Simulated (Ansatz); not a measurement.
HLi: measurement beside calculation (Ansatz, PBE0-D4/def2-TZVP geometry).

Z-matrix (Å, degrees):
```
Li
H 1 1.597
```

Enthalpy of formation at 298 K: 33.3 kcal/mol (zero for an element's reference state; older measured values of the G2 set, as listed by Staroverov and co-workers, J. Chem. Phys. 119, 12129, 2003). With their computed zero-point and thermal terms and the atoms' enthalpies of Curtiss and co-workers (1997) it gives an electronic atomization energy of 58.0 kcal/mol.

```
             level  atomization (kcal/mol)  error  error per bond
       LDA (SPW92)                    60.3    2.3             2.3
            PBE-D4                    53.2   -4.8            -4.8
         revPBE-D4                    53.6   -4.4            -4.4
           BLYP-D4                    58.3    0.3             0.3
         r2SCAN-D4                    55.0   -3.0            -3.0
            B97M-V                    63.2    5.2             5.2
           PBE0-D4                    52.4   -5.6            -5.6
          B3LYP-D4                    58.5    0.5             0.5
        r2SCANh-D4                    54.8   -3.2            -3.2
        r2SCAN0-D4                    54.6   -3.4            -3.4
          HSE06-D4                    52.4   -5.6            -5.6
          BHLYP-D4                    56.8   -1.2            -1.2
      CAM-B3LYP-D4                    58.8    0.8             0.8
           ωB97X-V                    56.9   -1.1            -1.1
           ωB97M-V                    60.3    2.3             2.3
            B2PLYP                    56.0   -2.0            -2.0
          PBE-QIDH                    51.9   -6.1            -6.1
               PBE                    52.9   -5.1            -5.1
            revPBE                    52.7   -5.3            -5.3
              BLYP                    57.6   -0.4            -0.4
            r2SCAN                    54.9   -3.1            -3.1
              PBE0                    52.2   -5.8            -5.8
             B3LYP                    58.0    0.0             0.0
           r2SCANh                    54.8   -3.2            -3.2
           r2SCAN0                    54.6   -3.4            -3.4
             HSE06                    52.2   -5.8            -5.8
             BHLYP                    56.4   -1.6            -1.6
         CAM-B3LYP                    58.6    0.6             0.6
           LC-ωPBE                    53.5   -4.5            -4.5
     HF/def2-TZVPP                    33.6  -24.4           -24.4
    MP2/def2-TZVPP                    50.3   -7.7            -7.7
SCS-MP2/def2-TZVPP                    53.6   -4.4            -4.4
   CCSD/def2-TZVPP                    55.5   -2.5            -2.5
CCSD(T)/def2-TZVPP                    55.6   -2.4            -2.4
     HF/def2-QZVPP                    34.1  -23.9           -23.9
    MP2/def2-QZVPP                    52.4   -5.6            -5.6
SCS-MP2/def2-QZVPP                    55.9   -2.1            -2.1
   CCSD/def2-QZVPP                    57.4   -0.6            -0.6
CCSD(T)/def2-QZVPP                    57.4   -0.6            -0.6
      HF/CBS(def2)                    34.2  -23.8           -23.8
     MP2/CBS(def2)                    53.7   -4.3            -4.3
    CCSD/CBS(def2)                    58.9    0.9             0.9
 CCSD(T)/CBS(def2)                    58.9    0.9             0.9
```

Functionals use def2-TZVPP; B3LYP here is the variant with VWN-RPA as its local correlation; programs differ in this. The calculations leave out spin–orbit coupling, scalar relativity and, for the correlated methods, core correlation; together these are worth up to about 1 kcal/mol a heavy atom. HSE06 is defined as in plane-wave codes. CBS adds triple-zeta CCSD(T) − MP2 to the MP2 limit. T1 = 0.009.
